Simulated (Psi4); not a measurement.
This Psi4 input (PBE0/def2-SV(P)) gives -343.19013 Eh with 26 basis functions.

```
memory 8100 MB

molecule {
1 1
P     0.00000000    0.00000000    0.00000000
H     0.01153407    1.31627200   -0.47059855
H     1.13540986   -0.67067869   -0.46389931
H    -1.14728752   -0.65050087   -0.46340908
H     0.00034359    0.00490756    1.39790694
}

set {
  basis def2-sv(p)
  scf_type df
}

energy('pbe0')
print_variables()
```

Change:
```diff
- basis def2-sv(p)
+ basis jun-cc-pv(t+d)z
```

Q: What does the run give now?

A: -343.32968 Eh (PBE0/jun-cc-pV(T+d)Z, 104 functions), a change of -139.55 mEh.
